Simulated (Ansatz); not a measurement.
Geometry optimisation, RKS PBE0-D4/STO-3G in Ansatz 0.2.0.

Input:

```yaml
crystal:
  periodic: [false, false, false]
  atoms:
    - { symbol: C, position_ang: [-0.091, -1.9165, 0.8988] }
    - { symbol: C, position_ang: [0.2466, -0.646, 0.6177] }
    - { symbol: O, position_ang: [1.3441, 0.0549, 0.5644] }
    - { symbol: C, position_ang: [0.1291, 0.7041, 0.2475] }
    - { symbol: C, position_ang: [-0.0661, 1.0887, -1.1944] }
    - { symbol: Cl, position_ang: [-0.6449, 1.7745, 1.4527] }
    - { symbol: H, position_ang: [0.608, -2.6266, 1.1783] }
    - { symbol: H, position_ang: [-1.1473, -2.1314, 0.8294] }
    - { symbol: H, position_ang: [-1.1179, 1.1905, -1.4227] }
    - { symbol: H, position_ang: [0.4052, 2.0719, -1.3186] }
    - { symbol: H, position_ang: [0.3998, 0.3788, -1.8325] }
basis:
  gaussian: { orbitals: STO-3G }
hamiltonian:
  xc: pbe0
  dispersion: d4
relax:
  f_tol: 0.02
  max_steps: 40
scf:
  lower_state_search: "off"
```

Launched with:

```bash
$ ansatz run input.yaml --threads 1 --pin off --max-ram 2048MiB --backend cpu --events-out ev --progress --plain --runs-dir out
```

Question: Where does it end, and by what steps?

Answer: The forces met the threshold. Limits of this set-up: minimal basis. After 7 steps the energy has fallen by 0.858 eV; H7 moved furthest, 0.13 Å. The start is strongly strained (largest force component 8 eV/Å).

```csv
step,energy less start (eV),largest force component (eV/Å),accepted
0,0.0000,8.341,yes
1,-0.7852,1.851,yes
2,-0.8521,0.235,yes
3,-0.8570,0.168,yes
4,-0.8578,0.121,yes
5,-0.8582,0.044,yes
6,-0.8583,0.025,yes
7,-0.8584,0.012,yes
```

```xyz
11
Properties=species:S:1:pos:R:3
C -0.118 -1.959 0.922
C 0.270 -0.725 0.647
O 1.424 0.105 0.622
C 0.114 0.677 0.230
C -0.075 1.152 -1.217
Cl -0.605 1.861 1.432
H 0.591 -2.717 1.264
H -1.166 -2.246 0.817
H -1.148 1.217 -1.444
H 0.380 2.143 -1.352
H 0.398 0.435 -1.901
```

Whether the end is a true minimum wasn't checked by a vibrational analysis.

Run time: 17 s on 1 thread of Arm Neoverse V1 (shared host), peak memory 0.12 GiB.
